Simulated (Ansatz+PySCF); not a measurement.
Results of a calculation; reference values are marked as such.
## Several solutions for singlet HF

```tsv
atom	x (Å)	y (Å)	z (Å)
H	0.0000	0.0000	-1.6150
F	0.0000	0.0000	0.1794
```

Basis set: 6-31G (spherical functions). Charge 0, multiplicity 1.

PBE0 (unrestricted) was run from several starts with Ansatz (development build ahead of 0.2.0) and PySCF 2.14.0.

```
run  program                        start  converged  energy (hartree)  <S²>
  A   Ansatz  search for the lowest state        yes        -100.15967  0.50
  B    PySCF             program defaults        yes        -100.14817  0.00
  C   Ansatz      stability test followed        yes        -100.15967  0.50
  D   Ansatz      atomic start, no search        yes        -100.14817  0.00
```

Q: Which runs reached the lowest solution of this kind, and what is wrong with the others?

A: A, C reached the lowest solution found. Converged but too high: B by 0.31 eV, D by 0.31 eV. Convergence only shows a stationary point, and even a stable one can lie too high; stability tests and further starts are what find lower ones. Caution: the unrestricted determinant is spin contaminated.
